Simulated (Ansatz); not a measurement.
Basis-set extrapolation for C4H5F, SMILES `C#CC(C)F` (PBE0-D4/def2-TZVP geometry, frozen core, Ansatz 0.2.0). Multiplicity 1, RHF reference.

```tsv
	def2-TZVPP	def2-QZVPP
HF	-253.853386	-253.864389
MP2 correlation	-0.890484	-0.955905
CCSD(T) correlation	-0.956775	not run
```

Energies in hartree. Use E(X) = E(∞) + A·exp(−7.88·√X) for Hartree–Fock and E(X) = E(∞) + B·X^(−2.97) for correlation, with X = 3 and 4, and add CCSD(T) minus MP2 of the smaller set to the MP2 limit.

Task: What is the CCSD(T) energy at the basis-set limit?

Result: HF limit: -253.864389 + (-0.011003) × 0.13774 = -253.86590. MP2 limit: -0.955905 + (-0.065421) × 0.74074 = -1.00436. Higher-order term: -0.956775 − (-0.890484) = -0.06629. Total: -254.93655 hartree, 331.8 kJ/mol below CCSD(T)/def2-TZVPP.
